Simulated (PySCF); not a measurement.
Match the calculated data to a structure.

All candidates are C5H10O.

* 1H NMR: chemical shifts (computed TMS as zero) by class: 2.35 (4 H), 1.10 (6 H) ppm [GIAO PBE0/pcSseg-1]
* Dipole: 2.71 D [PBE0/pcSseg-1]
* 13C NMR: chemical shifts (computed TMS as zero) by class: 215.4 (1 C), 39.7 (2 C), 9.5 (2 C) ppm [GIAO PBE0/pcSseg-1]
* NMR, other nuclei: isotropic shieldings of nuclei other than C and H, by class: -309 (1 O) ppm [GIAO PBE0/pcSseg-1]
* Rotational structure: rotational constants A, B, C: 8.813, 1.989, 1.698 GHz [GFN2-xTB]

Gas-phase values; electronic properties from PySCF, density fitting. Levels stand in brackets. Isolated species at its GFN2-xTB geometry (one conformer only). NMR classes are plain means over equivalent atoms (diastereotopic ones count apart unless rotation or inversion swaps them), as if these changed places fast.

**Question.** Which candidate is it?
A. `C1CCOCC1`
B. `CCC(=O)CC`
C. `CC(C)(C)C=O`

**Answer.** B. It is `CCC(=O)CC`. Numbering: `[CH3:1][CH2:2][C:3](=[O:4])[CH2:5][CH3:6]`. Its formula, C5H10O, gives 1 degree of unsaturation: 0 rings and 1 π bond in the structure found. 5 carbons fall into 3 classes; from least to most shielded: ketone carbonyl carbon [C3] (215.4 ppm), sp3 carbon next to a carbonyl [C2/C5] (39.7 ppm, 2 C), methyl carbon [C1/C6] (9.5 ppm, 2 C). Hydrogen classes from least to most shielded: 4 H on 2 like atoms (sp3 carbon next to a carbonyl), C2/C5 (2.35 ppm), 6 H on 2 methyl carbons, C1/C6 (1.10 ppm, a mean of values up to 0.8 ppm apart in this geometry). The other shieldings belong to: -309 ppm, ketone oxygen [O4]. The optimised geometry has point group C2 and is an asymmetric top.

The others, at the same levels:
- `C1CCOCC1` fails: its computed 13C shifts are 72.2 (2 C), 30.5 (2 C), 27.6 (1 C) ppm, 1H shifts are 3.76 (4 H), 1.58 (2 H), 1.43 (4 H) ppm and rotational constant A is 4.744 GHz (against 8.813 GHz).
- `CC(C)(C)C=O` fails: its computed 13C shifts are 211.2 (1 C), 44.5 (1 C), 24.8 (3 C) ppm, 1H shifts are 9.81 (1 H), 1.04 (9 H) ppm and rotational constant A is 4.491 GHz (against 8.813 GHz).

Each candidate is one conformer, not necessarily the lowest. Dipoles, sizes and rotational constants follow the conformer. The torsions of the flexible species, by atom-mapped SMILES:
- `[CH3:1][CH2:2][C:3](=[O:4])[CH2:5][CH3:6]`: C1–C2–C3–O4 12°, C2–C3–C5–C6 -167°
- `[CH3:1][C:2]([CH3:3])([CH3:4])[CH:5]=[O:6]`: C1–C2–C5–O6 0°
